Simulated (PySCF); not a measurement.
# PH₃: NMR shieldings

Wanted: NMR shieldings for PH₃ (`P`).

Programs: PySCF 2.14.0, with routines of our own; each step states its level. All values are computed. Atoms count from 0.

### 1 The starting structure

4 atoms, charge 0, multiplicity 1; geometry from: GFN2-xTB.

### 2 Optimising the geometry at PBE0-D3(BJ)/def2-SVP

What the job is given:

```
{"job": {"xc": "PBE0", "basis": "def2-SVP", "d3": "d3bj", "grid": 1, "maxiter": 30, "shake": 0.01, "kind": "geom"}, "charge": 0, "multiplicity": 1}
P      0.018930    -0.022090     0.574560
H     -0.564340     1.004100    -0.207800
H      1.138140    -0.018640    -0.198210
H     -0.554740    -0.988730    -0.201560
```

Command:

```
> OMP_NUM_THREADS=1 python heavy_run.py task.json out
```

This one command runs all jobs of the session in turn.

Output:

```text
step   0  E = -342.89322127  max force = 0.032281
step   1  E = -342.89699145  max force = 0.010609
step   2  E = -342.89728145  max force = 0.002207
step   3  E = -342.89729377  max force = 0.000078
optimisation converged
```

Run time: 0.91 s. Hardware: 1 thread of Intel Xeon 6975P-C, shared host; peak memory 0.25 GiB.

The steps of the relaxation:

```csv
step,energy from step 0 (eV),largest force component (eV/Å)
0,0.0000,1.6600
1,-0.1026,0.5455
2,-0.1105,0.1135
3,-0.1108,0.0040
```

Close pairs (by a distance rule), those that changed most:

```csv
bond,before (Å),after (Å),change (Å)
P0–H2,1.360,1.429,+0.069
P0–H3,1.366,1.429,+0.063
P0–H1,1.416,1.429,+0.013
```

The final coordinates are the input of the step that follows.

```csv
at the end point,value
point group (found at 0.08 Å tolerance),C3v
"rotational constants (GHz, main isotopes)","131.5, 131.4, 116.8"
dipole moment (D),0.91
```

### 3 NMR shieldings: PBE0/x2c-SVPall-2c P:us-x2c-SVPall-2c, spin–orbit

What the job is given:

```
{"job": {"xc": "PBE0", "basis": {"default": "x2c-SVPall-2c", "P": "us-x2c-SVPall-2c"}, "rel": "so", "kind": "hnmr"}, "charge": 0, "multiplicity": 1}
P      0.025625    -0.040972     0.476315
H     -0.599026     1.021135    -0.247237
H      1.199332    -0.004223    -0.337419
H     -0.589586    -1.049474    -0.327167
```

With the program's defaults for keys left out, this is: PBE0/x2c-SVPall-2c P:us-x2c-SVPall-2c GIAO NMR shielding, X2C with spin-orbit coupling, screened-nuclear two-electron part, Gaussian nuclei, gas phase.

Output:

```text
spin-free SCF
coarse grid: 3488 points
cycle   1  E = -343.6886751572  dE = -1.960e-01  |g| = 8.296e-02  |ddm| = 1.481e+00
cycle   2  E = -343.6900127472  dE = -1.338e-03  |g| = 6.167e-02  |ddm| = 2.905e-01
cycle   3  E = -343.6912855781  dE = -1.273e-03  |g| = 1.172e-02  |ddm| = 1.118e-01
cycle   4  E = -343.6912956829  dE = -1.010e-05  |g| = 9.449e-04  |ddm| = 8.425e-03
cycle   5  E = -343.6912958245  dE = -1.416e-07  |g| = 8.635e-05  |ddm| = 1.271e-03
final grid: 28048 points
cycle   6  E = -343.7321147751  dE = -5.108e-05  |g| = 5.300e-03  |ddm| = 1.179e-02
cycle   7  E = -343.7321155167  dE = -7.417e-07  |g| = 2.869e-03  |ddm| = 6.413e-03
cycle   8  E = -343.7321165417  dE = -1.025e-06  |g| = 3.922e-04  |ddm| = 3.469e-03
cycle   9  E = -343.7321165814  dE = -3.971e-08  |g| = 6.886e-05  |ddm| = 6.956e-04
cycle  10  E = -343.7321165831  dE = -1.721e-09  |g| = 3.430e-06  |ddm| = 1.093e-04
converged SCF energy = -343.7321165831
two-component SCF
cycle   1  E = -343.7319289298  dE = -3.437e+02  |FDS-SDF| = 6.544e-02
cycle   2  E = -343.7321590061  dE = -2.301e-04  |FDS-SDF| = 3.908e-03
cycle   3  E = -343.7321605102  dE = -1.504e-06  |FDS-SDF| = 1.807e-04
cycle   4  E = -343.7321605502  dE = -4.003e-08  |FDS-SDF| = 3.284e-05
cycle   5  E = -343.7321605516  dE = -1.391e-09  |FDS-SDF| = 1.073e-05
converged, E = -343.7321605516

Field gradients (au) and densities at the nuclei (bohr^-3)
atom        Vxx        Vyy        Vzz        centre      nuclear mean
  0 P      0.6188     0.6194    -1.2381       2054.010       2053.991
  1 H     -0.0815    -0.0951     0.1766          0.340          0.340
  2 H     -0.0816    -0.0952     0.1768          0.340          0.340
  3 H     -0.0816    -0.0952     0.1768          0.340          0.340

Core orbital energies (eV)
atom   shell        mean    spread
  0 P  1s        -2105.633   0.000
  0 P  2s         -180.575   0.000
  0 P  3s          -18.049   0.000
  0 P  2p1/2      -129.501   0.000
  0 P  2p3/2      -128.600   0.074

Shielding tensors (ppm)
atom      isotropic    diamagn.    paramagn.     s11        s22        s33       span
  0 P       585.75      952.27     -366.51     548.92     604.12     604.21      55.28
  1 H        29.64       29.18        0.46      25.48      26.88      36.56      11.08
  2 H        29.64       29.17        0.47      25.48      26.89      36.57      11.09
  3 H        29.64       29.17        0.47      25.48      26.89      36.57      11.09
```

Run time: 1.4 s. Hardware: 1 thread of Intel Xeon 6975P-C, shared host; peak memory 0.32 GiB.

In short:

```csv
quantity,value
energy from spin-orbit coupling,0.0000 Eh
```

### 4 NMR shieldings: PBE0/x2c-SVPall-2c P:us-x2c-SVPall-2c, spin-free

What the job is given:

```
{"job": {"xc": "PBE0", "basis": {"default": "x2c-SVPall-2c", "P": "us-x2c-SVPall-2c"}, "rel": "sf", "kind": "hnmr"}, "charge": 0, "multiplicity": 1}
P      0.025625    -0.040972     0.476315
H     -0.599026     1.021135    -0.247237
H      1.199332    -0.004223    -0.337419
H     -0.589586    -1.049474    -0.327167
```

Method: PBE0/x2c-SVPall-2c P:us-x2c-SVPall-2c GIAO NMR shielding, spin-free X2C, Gaussian nuclei, gas phase.

Output:

```text
spin-free SCF
coarse grid: 3488 points
cycle   1  E = -343.6886751572  dE = -1.960e-01  |g| = 8.296e-02  |ddm| = 1.481e+00
cycle   2  E = -343.6900127472  dE = -1.338e-03  |g| = 6.167e-02  |ddm| = 2.905e-01
cycle   3  E = -343.6912855781  dE = -1.273e-03  |g| = 1.172e-02  |ddm| = 1.118e-01
cycle   4  E = -343.6912956829  dE = -1.010e-05  |g| = 9.449e-04  |ddm| = 8.425e-03
cycle   5  E = -343.6912958245  dE = -1.416e-07  |g| = 8.635e-05  |ddm| = 1.271e-03
final grid: 28048 points
cycle   6  E = -343.7321147751  dE = -5.108e-05  |g| = 5.300e-03  |ddm| = 1.179e-02
cycle   7  E = -343.7321155167  dE = -7.417e-07  |g| = 2.869e-03  |ddm| = 6.413e-03
cycle   8  E = -343.7321165417  dE = -1.025e-06  |g| = 3.922e-04  |ddm| = 3.469e-03
cycle   9  E = -343.7321165814  dE = -3.971e-08  |g| = 6.886e-05  |ddm| = 6.956e-04
cycle  10  E = -343.7321165831  dE = -1.721e-09  |g| = 3.430e-06  |ddm| = 1.093e-04
converged SCF energy = -343.7321165831
check of the scalar solution
cycle   1  E = -343.7321165831  dE = -3.437e+02  |FDS-SDF| = 3.430e-06
cycle   2  E = -343.7321165831  dE = -2.728e-12  |FDS-SDF| = 1.732e-06
converged, E = -343.7321165831

Field gradients (au) and densities at the nuclei (bohr^-3)
atom        Vxx        Vyy        Vzz        centre      nuclear mean
  0 P      0.6188     0.6194    -1.2382       2054.012       2053.992
  1 H     -0.0815    -0.0951     0.1766          0.340          0.340
  2 H     -0.0816    -0.0952     0.1768          0.340          0.340
  3 H     -0.0816    -0.0952     0.1768          0.340          0.340

Core orbital energies (eV)
atom   shell        mean    spread
  0 P  1s        -2105.632   0.000
  0 P  2s         -180.575   0.000
  0 P  3s          -18.049   0.000
  0 P  2p         -128.900   0.106

Shielding tensors (ppm)
atom      isotropic    diamagn.    paramagn.     s11        s22        s33       span
  0 P       568.75      965.02     -396.27     530.03     588.07     588.15      58.12
  1 H        29.43       29.20        0.24      25.33      26.39      36.57      11.25
  2 H        29.44       29.19        0.25      25.33      26.40      36.58      11.25
  3 H        29.44       29.19        0.25      25.33      26.40      36.58      11.25
```

Run time: 0.61 s. Hardware: 1 thread of Intel Xeon 6975P-C, shared host; peak memory 0.32 GiB.

### 5 NMR shieldings: PBE0/x2c-SVPall-2c P:us-x2c-SVPall-2c in water, spin–orbit

What the job is given:

```
{"job": {"xc": "PBE0", "basis": {"default": "x2c-SVPall-2c", "P": "us-x2c-SVPall-2c"}, "rel": "so", "solvent": "water", "kind": "hnmr"}, "charge": 0, "multiplicity": 1}
P      0.025625    -0.040972     0.476315
H     -0.599026     1.021135    -0.247237
H      1.199332    -0.004223    -0.337419
H     -0.589586    -1.049474    -0.327167
```

Level: PBE0/x2c-SVPall-2c P:us-x2c-SVPall-2c GIAO NMR shielding, X2C with spin-orbit coupling, screened-nuclear two-electron part, Gaussian nuclei, IEF-PCM water.

Output:

```text
spin-free SCF
coarse grid: 3488 points
cycle   1  E = -343.6911385241  dE = -1.981e-01  |g| = 7.456e-02  |ddm| = 1.480e+00
cycle   2  E = -343.6924126192  dE = -1.274e-03  |g| = 4.555e-02  |ddm| = 2.515e-01
cycle   3  E = -343.6930529443  dE = -6.403e-04  |g| = 1.158e-02  |ddm| = 8.964e-02
cycle   4  E = -343.6930656897  dE = -1.275e-05  |g| = 7.884e-04  |ddm| = 1.037e-02
cycle   5  E = -343.6930658243  dE = -1.346e-07  |g| = 5.841e-05  |ddm| = 1.381e-03
final grid: 28048 points
cycle   6  E = -343.7338776137  dE = -5.110e-05  |g| = 5.295e-03  |ddm| = 1.169e-02
cycle   7  E = -343.7338785049  dE = -8.912e-07  |g| = 2.789e-03  |ddm| = 6.172e-03
cycle   8  E = -343.7338793853  dE = -8.804e-07  |g| = 3.098e-04  |ddm| = 3.184e-03
cycle   9  E = -343.7338794062  dE = -2.091e-08  |g| = 4.558e-05  |ddm| = 5.204e-04
cycle  10  E = -343.7338794069  dE = -6.665e-10  |g| = 1.780e-06  |ddm| = 8.565e-05
converged SCF energy = -343.7338794069
two-component SCF
cycle   1  E = -343.7336917048  dE = -3.437e+02  |FDS-SDF| = 6.544e-02
cycle   2  E = -343.7339217622  dE = -2.301e-04  |FDS-SDF| = 3.906e-03
cycle   3  E = -343.7339232488  dE = -1.487e-06  |FDS-SDF| = 1.772e-04
cycle   4  E = -343.7339232865  dE = -3.771e-08  |FDS-SDF| = 3.199e-05
cycle   5  E = -343.7339232878  dE = -1.269e-09  |FDS-SDF| = 1.049e-05
converged, E = -343.7339232878

Field gradients (au) and densities at the nuclei (bohr^-3)
atom        Vxx        Vyy        Vzz        centre      nuclear mean
  0 P      0.6030     0.6040    -1.2070       2053.916       2053.896
  1 H     -0.0810    -0.0945     0.1754          0.338          0.338
  2 H     -0.0811    -0.0946     0.1756          0.338          0.338
  3 H     -0.0811    -0.0946     0.1756          0.338          0.338

Core orbital energies (eV)
atom   shell        mean    spread
  0 P  1s        -2105.473   0.000
  0 P  2s         -180.421   0.000
  0 P  3s          -17.863   0.000
  0 P  2p1/2      -129.347   0.000
  0 P  2p3/2      -128.446   0.072

Shielding tensors (ppm)
atom      isotropic    diamagn.    paramagn.     s11        s22        s33       span
  0 P       589.41      952.70     -363.29     548.89     609.63     609.72      60.83
  1 H        29.46       29.12        0.34      25.24      26.56      36.56      11.32
  2 H        29.46       29.10        0.36      25.24      26.57      36.57      11.32
  3 H        29.46       29.10        0.36      25.24      26.57      36.57      11.32
```

Wall time 1.3 s (1 thread of Intel Xeon 6975P-C, shared host); peak memory 0.32 GiB.

Key values:

```csv
quantity,value
energy from spin-orbit coupling,0.0000 Eh
```

### 6 NMR shieldings: PBE0/x2c-SVPall-2c P:us-x2c-SVPall-2c in water, spin-free

What the job is given:

```
{"job": {"xc": "PBE0", "basis": {"default": "x2c-SVPall-2c", "P": "us-x2c-SVPall-2c"}, "rel": "sf", "solvent": "water", "kind": "hnmr"}, "charge": 0, "multiplicity": 1}
P      0.025625    -0.040972     0.476315
H     -0.599026     1.021135    -0.247237
H      1.199332    -0.004223    -0.337419
H     -0.589586    -1.049474    -0.327167
```

With the program's defaults for keys left out, this is: PBE0/x2c-SVPall-2c P:us-x2c-SVPall-2c GIAO NMR shielding, spin-free X2C, Gaussian nuclei, IEF-PCM water.

Output:

```text
spin-free SCF
coarse grid: 3488 points
cycle   1  E = -343.6911385241  dE = -1.981e-01  |g| = 7.456e-02  |ddm| = 1.480e+00
cycle   2  E = -343.6924126192  dE = -1.274e-03  |g| = 4.555e-02  |ddm| = 2.515e-01
cycle   3  E = -343.6930529443  dE = -6.403e-04  |g| = 1.158e-02  |ddm| = 8.964e-02
cycle   4  E = -343.6930656897  dE = -1.275e-05  |g| = 7.884e-04  |ddm| = 1.037e-02
cycle   5  E = -343.6930658243  dE = -1.346e-07  |g| = 5.841e-05  |ddm| = 1.381e-03
final grid: 28048 points
cycle   6  E = -343.7338776137  dE = -5.110e-05  |g| = 5.295e-03  |ddm| = 1.169e-02
cycle   7  E = -343.7338785049  dE = -8.912e-07  |g| = 2.789e-03  |ddm| = 6.172e-03
cycle   8  E = -343.7338793853  dE = -8.804e-07  |g| = 3.098e-04  |ddm| = 3.184e-03
cycle   9  E = -343.7338794062  dE = -2.091e-08  |g| = 4.558e-05  |ddm| = 5.204e-04
cycle  10  E = -343.7338794069  dE = -6.665e-10  |g| = 1.780e-06  |ddm| = 8.565e-05
converged SCF energy = -343.7338794069
check of the scalar solution
cycle   1  E = -343.7338794069  dE = -3.437e+02  |FDS-SDF| = 1.780e-06
cycle   2  E = -343.7338794069  dE = -2.274e-12  |FDS-SDF| = 5.345e-07
converged, E = -343.7338794069

Field gradients (au) and densities at the nuclei (bohr^-3)
atom        Vxx        Vyy        Vzz        centre      nuclear mean
  0 P      0.6030     0.6040    -1.2070       2053.917       2053.898
  1 H     -0.0810    -0.0945     0.1754          0.338          0.338
  2 H     -0.0811    -0.0946     0.1756          0.338          0.338
  3 H     -0.0811    -0.0946     0.1756          0.338          0.338

Core orbital energies (eV)
atom   shell        mean    spread
  0 P  1s        -2105.472   0.000
  0 P  2s         -180.420   0.000
  0 P  3s          -17.863   0.000
  0 P  2p         -128.746   0.103

Shielding tensors (ppm)
atom      isotropic    diamagn.    paramagn.     s11        s22        s33       span
  0 P       572.42      965.45     -393.02     530.13     593.52     593.62      63.49
  1 H        29.25       29.13        0.12      25.09      26.08      36.57      11.49
  2 H        29.25       29.11        0.13      25.09      26.08      36.58      11.49
  3 H        29.25       29.11        0.14      25.09      26.08      36.58      11.49
```

Wall time 0.63 s (1 thread of Intel Xeon 6975P-C, shared host); peak memory 0.32 GiB.

### 7 NMR shieldings: PBE0/x2c-SVPall-2c P:us-x2c-SVPall-2c in dichloromethane, spin–orbit

What the job is given:

```
{"job": {"xc": "PBE0", "basis": {"default": "x2c-SVPall-2c", "P": "us-x2c-SVPall-2c"}, "rel": "so", "solvent": "dichloromethane", "kind": "hnmr"}, "charge": 0, "multiplicity": 1}
P      0.025625    -0.040972     0.476315
H     -0.599026     1.021135    -0.247237
H      1.199332    -0.004223    -0.337419
H     -0.589586    -1.049474    -0.327167
```

With the program's defaults for keys left out, this is: PBE0/x2c-SVPall-2c P:us-x2c-SVPall-2c GIAO NMR shielding, X2C with spin-orbit coupling, screened-nuclear two-electron part, Gaussian nuclei, IEF-PCM dichloromethane.

Output:

```text
spin-free SCF
coarse grid: 3488 points
cycle   1  E = -343.6907864637  dE = -1.978e-01  |g| = 7.536e-02  |ddm| = 1.480e+00
cycle   2  E = -343.6920710498  dE = -1.285e-03  |g| = 4.727e-02  |ddm| = 2.552e-01
cycle   3  E = -343.6927666926  dE = -6.956e-04  |g| = 1.158e-02  |ddm| = 9.224e-02
cycle   4  E = -343.6927788983  dE = -1.221e-05  |g| = 8.040e-04  |ddm| = 1.001e-02
cycle   5  E = -343.6927790271  dE = -1.288e-07  |g| = 6.558e-05  |ddm| = 1.296e-03
final grid: 28048 points
cycle   6  E = -343.7335919921  dE = -5.112e-05  |g| = 5.299e-03  |ddm| = 1.173e-02
cycle   7  E = -343.7335928691  dE = -8.769e-07  |g| = 2.801e-03  |ddm| = 6.213e-03
cycle   8  E = -343.7335937686  dE = -8.995e-07  |g| = 3.181e-04  |ddm| = 3.220e-03
cycle   9  E = -343.7335937910  dE = -2.245e-08  |g| = 4.739e-05  |ddm| = 5.405e-04
cycle  10  E = -343.7335937917  dE = -7.309e-10  |g| = 1.562e-06  |ddm| = 8.718e-05
converged SCF energy = -343.7335937917
two-component SCF
cycle   1  E = -343.7334060978  dE = -3.437e+02  |FDS-SDF| = 6.544e-02
cycle   2  E = -343.7336361584  dE = -2.301e-04  |FDS-SDF| = 3.907e-03
cycle   3  E = -343.7336376479  dE = -1.489e-06  |FDS-SDF| = 1.778e-04
cycle   4  E = -343.7336376859  dE = -3.809e-08  |FDS-SDF| = 3.216e-05
cycle   5  E = -343.7336376872  dE = -1.289e-09  |FDS-SDF| = 1.055e-05
converged, E = -343.7336376872

Field gradients (au) and densities at the nuclei (bohr^-3)
atom        Vxx        Vyy        Vzz        centre      nuclear mean
  0 P      0.6057     0.6066    -1.2124       2053.932       2053.912
  1 H     -0.0811    -0.0946     0.1756          0.338          0.338
  2 H     -0.0812    -0.0947     0.1758          0.338          0.338
  3 H     -0.0811    -0.0947     0.1758          0.338          0.338

Core orbital energies (eV)
atom   shell        mean    spread
  0 P  1s        -2105.489   0.000
  0 P  2s         -180.436   0.000
  0 P  3s          -17.883   0.000
  0 P  2p1/2      -129.362   0.000
  0 P  2p3/2      -128.461   0.072

Shielding tensors (ppm)
atom      isotropic    diamagn.    paramagn.     s11        s22        s33       span
  0 P       588.82      952.62     -363.81     548.90     608.73     608.82      59.92
  1 H        29.49       29.13        0.36      25.28      26.62      36.56      11.28
  2 H        29.49       29.11        0.38      25.28      26.62      36.57      11.28
  3 H        29.49       29.11        0.38      25.28      26.62      36.57      11.28
```

Run time: 1.4 s. Hardware: 1 thread of Intel Xeon 6975P-C, shared host; peak memory 0.32 GiB.

Key values:

```csv
quantity,value
energy from spin-orbit coupling,0.0000 Eh
```

### 8 NMR shieldings: PBE0/x2c-SVPall-2c P:us-x2c-SVPall-2c in dichloromethane, spin-free

What the job is given:

```
{"job": {"xc": "PBE0", "basis": {"default": "x2c-SVPall-2c", "P": "us-x2c-SVPall-2c"}, "rel": "sf", "solvent": "dichloromethane", "kind": "hnmr"}, "charge": 0, "multiplicity": 1}
P      0.025625    -0.040972     0.476315
H     -0.599026     1.021135    -0.247237
H      1.199332    -0.004223    -0.337419
H     -0.589586    -1.049474    -0.327167
```

Level: PBE0/x2c-SVPall-2c P:us-x2c-SVPall-2c GIAO NMR shielding, spin-free X2C, Gaussian nuclei, IEF-PCM dichloromethane.

Output:

```text
spin-free SCF
coarse grid: 3488 points
cycle   1  E = -343.6907864637  dE = -1.978e-01  |g| = 7.536e-02  |ddm| = 1.480e+00
cycle   2  E = -343.6920710498  dE = -1.285e-03  |g| = 4.727e-02  |ddm| = 2.552e-01
cycle   3  E = -343.6927666926  dE = -6.956e-04  |g| = 1.158e-02  |ddm| = 9.224e-02
cycle   4  E = -343.6927788983  dE = -1.221e-05  |g| = 8.040e-04  |ddm| = 1.001e-02
cycle   5  E = -343.6927790271  dE = -1.288e-07  |g| = 6.558e-05  |ddm| = 1.296e-03
final grid: 28048 points
cycle   6  E = -343.7335919921  dE = -5.112e-05  |g| = 5.299e-03  |ddm| = 1.173e-02
cycle   7  E = -343.7335928691  dE = -8.769e-07  |g| = 2.801e-03  |ddm| = 6.213e-03
cycle   8  E = -343.7335937686  dE = -8.995e-07  |g| = 3.181e-04  |ddm| = 3.220e-03
cycle   9  E = -343.7335937910  dE = -2.245e-08  |g| = 4.739e-05  |ddm| = 5.405e-04
cycle  10  E = -343.7335937917  dE = -7.309e-10  |g| = 1.562e-06  |ddm| = 8.718e-05
converged SCF energy = -343.7335937917
check of the scalar solution
cycle   1  E = -343.7335937917  dE = -3.437e+02  |FDS-SDF| = 1.562e-06
cycle   2  E = -343.7335937917  dE = -1.705e-12  |FDS-SDF| = 5.050e-07
converged, E = -343.7335937917

Field gradients (au) and densities at the nuclei (bohr^-3)
atom        Vxx        Vyy        Vzz        centre      nuclear mean
  0 P      0.6057     0.6066    -1.2124       2053.933       2053.913
  1 H     -0.0811    -0.0946     0.1756          0.338          0.338
  2 H     -0.0812    -0.0947     0.1758          0.338          0.338
  3 H     -0.0811    -0.0947     0.1758          0.338          0.338

Core orbital energies (eV)
atom   shell        mean    spread
  0 P  1s        -2105.488   0.000
  0 P  2s         -180.435   0.000
  0 P  3s          -17.883   0.000
  0 P  2p         -128.761   0.104

Shielding tensors (ppm)
atom      isotropic    diamagn.    paramagn.     s11        s22        s33       span
  0 P       571.83      965.37     -393.55     530.12     592.64     592.73      62.61
  1 H        29.28       29.14        0.14      25.13      26.13      36.57      11.45
  2 H        29.28       29.13        0.15      25.13      26.13      36.58      11.45
  3 H        29.28       29.13        0.15      25.13      26.13      36.58      11.45
```

Wall time 0.68 s (1 thread of Intel Xeon 6975P-C, shared host); peak memory 0.32 GiB.

### 9 Shieldings side by side

```csv
run,P0,H2,H3,H1,time
"step 3, PBE0/x2c-SVPall-2c P:us-x2c-SVPall-2c, spin–orbit",585.8,29.6,29.6,29.6,1.4 s
"step 4, PBE0/x2c-SVPall-2c P:us-x2c-SVPall-2c, spin-free",568.7,29.4,29.4,29.4,0.61 s
"step 5, PBE0/x2c-SVPall-2c P:us-x2c-SVPall-2c in water, spin–orbit",589.4,29.5,29.5,29.5,1.3 s
"step 6, PBE0/x2c-SVPall-2c P:us-x2c-SVPall-2c in water, spin-free",572.4,29.2,29.2,29.2,0.63 s
"step 7, PBE0/x2c-SVPall-2c P:us-x2c-SVPall-2c in dichloromethane, spin–orbit",588.8,29.5,29.5,29.5,1.4 s
"step 8, PBE0/x2c-SVPall-2c P:us-x2c-SVPall-2c in dichloromethane, spin-free",571.8,29.3,29.3,29.3,0.68 s
```

### 10 What came out

| quantity | value |
| --- | --- |
| point group | C3v |
| rotational constants (main isotopes) | 131.47, 131.45, 116.80 GHz |
| energy from spin-orbit coupling (step 3, PBE0/x2c-SVPall-2c P:us-x2c-SVPall-2c, spin–orbit) | 0.0000 Eh |
| shieldings (step 3, PBE0/x2c-SVPall-2c P:us-x2c-SVPall-2c, spin–orbit) | P0 585.8, H1 29.6, H2 29.6, H3 29.6 ppm |
| shieldings (step 4, PBE0/x2c-SVPall-2c P:us-x2c-SVPall-2c, spin-free) | P0 568.7, H1 29.4, H2 29.4, H3 29.4 ppm |
| energy from spin-orbit coupling (step 5, PBE0/x2c-SVPall-2c P:us-x2c-SVPall-2c in water, spin–orbit) | 0.0000 Eh |
| shieldings (step 5, PBE0/x2c-SVPall-2c P:us-x2c-SVPall-2c in water, spin–orbit) | P0 589.4, H1 29.5, H2 29.5, H3 29.5 ppm |
| shieldings (step 6, PBE0/x2c-SVPall-2c P:us-x2c-SVPall-2c in water, spin-free) | P0 572.4, H1 29.2, H2 29.2, H3 29.2 ppm |
| energy from spin-orbit coupling (step 7, PBE0/x2c-SVPall-2c P:us-x2c-SVPall-2c in dichloromethane, spin–orbit) | 0.0000 Eh |
| shieldings (step 7, PBE0/x2c-SVPall-2c P:us-x2c-SVPall-2c in dichloromethane, spin–orbit) | P0 588.8, H1 29.5, H2 29.5, H3 29.5 ppm |
| shieldings (step 8, PBE0/x2c-SVPall-2c P:us-x2c-SVPall-2c in dichloromethane, spin-free) | P0 571.8, H1 29.3, H2 29.3, H3 29.3 ppm |

The optimisation took 3 steps and gained 0.111 eV; among the close pairs (by a distance rule), P0–H2 changed most, from 1.360 to 1.429 Å. No frequency check was run at this level, so the end point may be a saddle. In step 3, P0 has the widest tensor, 55 ppm. P0 moves most between the runs, by 21 ppm; the labels say what changes from run to run.
